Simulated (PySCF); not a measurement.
SMILES [CH2] (CH2), triplet, B3LYP/def2-SVP optimised geometry.

```
3

C     -0.16    -0.39     0.00
H      0.93    -0.39     0.00
H     -0.93     0.39     0.00
```

Density from unrestricted B3LYP/def2-TZVP in PySCF at that geometry.

Minimum of the electron density along straight lines between bonded atoms, close to the bond critical point (lines longer than 1.1 times the sum of covalent radii, or with two minima, are not listed):

```tsv
bond	length / Å	ρ at the minimum / e bohr⁻³	∇²ρ there / e bohr⁻⁵	position (fraction from the first atom)
C1–H2	1.091	0.276	-0.95	0.66
C1–H3	1.091	0.276	-0.95	0.66
```
